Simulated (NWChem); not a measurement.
Molecule: tetrafluoroethylene (C2F4); SMILES FC(F)=C(F)F

All runs: NWChem. Pople sets run with spherical d functions. Each level has its own optimisation; frequencies are unscaled.

```
level          r C–F (Å)  r C–C (Å)  highest harmonic frequency (cm⁻¹)  lowest (cm⁻¹)  zero-point energy (kcal/mol)
-------------  ---------  ---------  ---------------------------------  -------------  ----------------------------
B3LYP/3-21G        1.350      1.319                               1911            193                          13.5
BLYP/def2-SVP      1.332      1.346                               1832            186                          12.9
B3LYP/6-31G*       1.324      1.326                                ___            196                          13.5
```

Task: What belongs in the gaps?

Result: 
- B3LYP/6-31G*, highest harmonic frequency (cm⁻¹): 1927
